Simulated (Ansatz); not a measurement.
[GeH$_{3}$···H···Cl], doublet in cc-pVDZ: errors against UCCSDT(Q)

Geometry: a point of a hydrogen-transfer path between rigid fragments, not a stationary point.

```yaml
atoms:
  - { symbol: Ge, position_ang: [-1.1640, 0.0000, 0.0000] }
  - { symbol: H, position_ang: [-1.6754, 1.4466, 0.0000] }
  - { symbol: H, position_ang: [-1.6754, -0.7233, 1.2528] }
  - { symbol: H, position_ang: [-1.6754, -0.7233, -1.2528] }
  - { symbol: H, position_ang: [0.4840, 0.0000, 0.0000] }
  - { symbol: Cl, position_ang: [2.5140, 0.0000, 0.0000] }
```

Basis cc-pVDZ; Ansatz 0.2.0. Correlated methods freeze the noble-gas cores and the filled d shells of p-block atoms, which leaves 15 electrons in 46 orbitals. R marks a restricted (for open shells ROHF) determinant, U an unrestricted one. Active spaces: pair = (3e, 3o) about the gap; valence = (15e, 12o) chosen from the atoms' valence shells. No spin–orbit coupling is included, and no scalar relativity.

Full CI isn't at hand for all of this; UCCSDT(Q) serves as the reference, and is uncertain by about the last step of the cluster series. The frozen core follows each run's orbitals, which can shift R against U totals by a few meV for light atoms and by up to 0.1 eV past Ca.

* UHF ⟨S²⟩: 0.765
* T1 diagnostic (RCCSD): 0.0184
* largest doubles amplitude (RCCSD): 0.036
* T1 diagnostic (UCCSD): 0.0131

| level | E − E(UCCSDT(Q)) (kcal/mol) | share of correlation (%) | wall time |
| --- | --- | --- | --- |
| UHF | 176.79 | 1.75 | – |
| UMP2 | 32.49 | 81.94 | – |
| UCCSD | 3.50 | 98.06 | – |
| UCCSD(T) | 0.73 | 99.59 | 7 s |
| UCCSDT | 0.17 | 99.91 | – |

The correlation energy at UCCSDT(Q), counted from RHF, is -7.803 eV. That run took 13 s on 2 threads of AMD EPYC 7R13 with a shared H100 80 GB, shared host.

Run but not shown, since their state or frozen core can't be matched to the reference's or they repeat it: RHF, RMP2, CISD, RCCSD, RCCSD(T), BCCD(T), RCCSDT, RCCSDT(Q), CASSCF (pair space), NEVPT2 (pair space), MRCISD (pair space), MRCISD+Q (pair space), CASSCF (valence space), NEVPT2 (valence space), MRCISD (valence space), MRCISD+Q (valence space).

Times hold each run's SCF and search for its determinant on a shared host, so for small cases they say little of a method's own cost; they ran on 1 thread of AMD EPYC 7R13.

Natural occupations of CASSCF (valence space) about the gap: 1.985 1.973 1.973 1.969 1.000 0.037 0.023 0.020 0.020; effectively unpaired electrons, Σ n²(2−n)², 1.02.
